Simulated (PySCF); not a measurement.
All values below come from PySCF 2.14.0 with B3LYP-D3(BJ)/def2-TZVP. All species are isolated molecules in the gas phase. B3LYP has the VWN-RPA correlation part, as in Gaussian. 

Reference species (SMILES): `[SiH3]` (neutral, multiplicity 2).

```json
{
 "highest_occupied_spin_orbital": "-6.11 eV",
 "dipole_moment": "0.08 D"
}
```

Changed species: `[F]` (radical fragment; the reference has radical fragment).

Question: What does the change do to the highest occupied spin orbital and dipole moment?

Answer: the highest occupied spin orbital decreases by 6.06 eV, to -12.17 eV; the dipole moment decreases by 0.08 D, to 0.00 D.
